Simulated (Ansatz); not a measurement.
Mulliken charges of CH₃AlO, SMILES `[CH3][Al]=[O]` from r2SCAN/def2-TZVPP in Ansatz (PBE0-D4/def2-TZVP geometry).

```
atom   x (Å)   y (Å)   z (Å)  charge (e)
  C1  -0.413   0.498  -0.315      -0.362
 Al2   0.697  -0.841   0.532       0.622
  O3   1.612  -1.946   1.232      -0.538
  H4   0.065   1.479  -0.264       0.093
  H5  -1.384   0.561   0.181       0.093
  H6  -0.577   0.249  -1.366       0.093
```

**Question.** By hand: the dipole of these point charges (1 e Å = 4.8032 D).

**Answer.** Σ q r = (-0.461, 0.556, -0.353) e Å, of length 0.804 e Å = 3.86 D.

**Question.** How does the dipole of the full density compare? (An estimate is asked.)

**Answer.** Ansatz gave: (-0.668, 0.806, -0.510) e Å, 5.59 D; the point charges give 0.69 times that, at 0° from its direction.

Point charges leave out the atoms' own dipoles, such as those of lone pairs, and Mulliken's split depends on the basis, so the two needn't agree.
